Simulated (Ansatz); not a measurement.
Ansatz (a program for electronic structure) input (PBE/aug-cc-pVQZ):

Ansatz 0.2 input:
```yaml
crystal:
  periodic: [false, false, false]
  atoms:
    - {symbol: B, position_ang: [-0.00269306, 0.50230670, -0.01136945]}
    - {symbol: F, position_ang: [1.14286566, -0.13323795, 0.01059612]}
    - {symbol: F, position_ang: [-1.14136952, -0.14582133, -0.00427976]}
basis:
  gaussian:
    orbitals: aug-cc-pVQZ
hamiltonian:
  xc: {name: PBE}
magnetization: {spin_polarized: true, initial_magnetization: 1}
```

Output:

```
Functional definition: PBE
integrals: 0.09 GiB planned
663 factors; their error is unknown
mean field: 1.17 GiB planned
mean field evaluation 1: about -6105.5339 eV, gradient 2.9e1 eV
mean field evaluation 2: about -6099.2818 eV, gradient 5.6e1 eV
mean field evaluation 4: about -6107.6713 eV, gradient 5.9e-1 eV
mean field evaluation 8: about -6107.6592 eV, gradient 9.4e-2 eV
mean field evaluation 16: about -6107.6593 eV, gradient 4.3e-6 eV
mean field -6107.65925694 eV, -224.4523377724 hartree, gradient 3.9e-6 eV, S^2 0.751938; 0 other end points of the search recorded, 0 dependent functions left out
reference -6107.65931379 eV, -224.4523398616 hartree; 12, 11 occupied and 228, 229 virtual orbitals, 663 factors
Total energy: -6107.65931379 eV, -224.4523398616 hartree
```
